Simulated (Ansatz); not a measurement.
Energy needed to pull apart NH$_{2}$ (SMILES [NH2]), doublet, into free ground-state atoms, from the structure below (displaced at random from a GFN2-xTB minimum); no zero-point or spin–orbit terms; open-shell atoms are treated unrestricted, in their ground-state multiplicity.

| atom | x (Å) | y (Å) | z (Å) |
| --- | --- | --- | --- |
| N1 | 0.4721 | -0.2863 | 0.1158 |
| H2 | 0.2622 | 0.7920 | 0.2357 |
| H3 | -0.4787 | -0.7285 | -0.3134 |

Computed with Ansatz 0.2.0 (basis: def2-TZVPP); correlated methods freeze the cores; orbitals are unrestricted.

```tsv
method	atomization energy (kcal/mol)
PBE-D4	?
r2SCAN-D4	176.1
B97M-V	?
PBE0-D4	175.4
wB97X-V	177.0
wB97M-V	176.6
HF	106.8
MP2	164.9
CCSD	166.4
CCSD(T)	168.9
```

Problem. What does PBE-D4 give? (Judge from chemistry; the value comes from the calculation.)

Solution. Computed: 182.7 kcal/mol, which is about 13.8 kcal/mol more than CCSD(T)/def2-TZVPP.

Problem. What does B97M-V give? (To be estimated.)

Solution. By the calculation: 175.9 kcal/mol, which is about 6.9 kcal/mol more than CCSD(T)/def2-TZVPP.

In triple zeta the MP2 and coupled-cluster atomization energies are still short of their basis limit by a few kcal/mol a bond, whereas those of the functionals are nearly converged, so these differences are not deviations from converged CCSD(T).

T1 diagnostic: at most 0.011. ⟨S²⟩ of the unrestricted Hartree–Fock references: 0.76 (a pure state has 0.75).

For scale, one of the runs: CCSD(T)/def2-TZVPP forces, 59 basis functions (an equivalent command: `ansatz run in.yaml --threads 4`). The run took about 1.4 s on 4 CPU threads (shared host).
